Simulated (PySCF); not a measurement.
Working out the electron affinity of F

F⁻ [Ne] (1S) → F [He] 2s2 2p5 (2P). Calculation: PySCF 2.14, in aug-cc-pVTZ; no relativity, point nucleus. Frozen: 1s2. Energies in hartree (1 hartree = 27.21139 eV):

| part | F⁻ (lower) | F (upper) |
| --- | --- | --- |
| UHF | -99.450807 | -99.406879 |
| MP2 opposite-spin | -0.216790 | -0.155549 |
| MP2 same-spin | -0.078281 | -0.049677 |

What does Hartree-Fock give?

(-99.406879) − (-99.450807) = 0.043928 hartree = 1.195 eV.

What do MP2 and SCS-MP2 (6/5 opposite-spin, 1/3 same-spin) give?

The opposite-spin parts differ by 1.666 eV and the same-spin parts by 0.778 eV. MP2: 1.195 + (1.666) + (0.778) = 3.639 eV. SCS-MP2: 1.195 + 1.2 × (1.666) + (0.778)/3 = 3.454 eV.

A first-order spin-orbit estimate adds -0.017 eV to MP2 (valence), giving 3.622 eV against 3.401 eV (measured; photodetachment measurements, as compiled on the Wikipedia data page of electron affinities).

What remains against the reference includes basis incompleteness, the frozen core and correlation beyond second order.
